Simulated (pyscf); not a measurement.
Elementary routes open to HN=SiH₂ + H atom (H•) in the gas phase (doublet surface):
A. [N=SiH₂]• + hydrogen (H₂) (H–N broken; H–H formed)
B. [HN=SiH]• + hydrogen (H₂) (H–Si broken; H–H formed)

Single points on ωB97X-D3(BJ)/def2-SVP structures (PySCF, gas phase).

**Question.** Rank the routes by free-energy barrier at 900 K, lowest first, for ωB97M-D3(BJ)/def2-TZVP energies (ideal gas, 1 atm, RRHO with modes under 100 cm⁻¹ raised to 100, one conformer, R ln 2 for chiral ones without a mode under 150 cm⁻¹).

**Answer.** B (89.7 kJ/mol), A (135.7 kJ/mol)

Route B is the fastest of these, ahead of the next by 46.0 kJ/mol. The most stable products are those of B (ΔG = -109.5 kJ/mol), so kinetics and thermodynamics agree. At 298 K B is still the fastest. Only these routes are compared; each barrier is that of the saddle found, and lower ones may exist.
